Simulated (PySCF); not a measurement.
CN⁺ at ωB97X

Computed with ωB97X; basis C def2-TZVPPD, N def2-TZVPPD; no relativity; PySCF 2.14.

| Property | Result |
| --- | --- |
| state | ³Π (triplet), unpaired electrons σ ↑, π ↑ |
| bond length | 1.223 Å |
| harmonic wavenumber | 1876 cm⁻¹ |
| force constant | 13.4 mdyn/Å |
| rotational constant Be | 1.743 cm⁻¹ |
| anharmonicity ωexe | 14.7 cm⁻¹ |
| vibration–rotation constant αe | 0.0177 cm⁻¹ |
| well depth De to C⁺ + N | 5.08 eV |
| dissociation energy D0 | 4.96 eV |
| bond order (Mayer) | 2.38 |
| dipole moment (positive dipole points towards N; it is taken about the centre of mass and depends on that origin) | -2.03 D |

For an ion De counts to the pair picked by the measured ionisation energies or electron affinities, which need not be the lowest pair at this level. The state was picked by a PBE0 search and need not be the measured ground state.
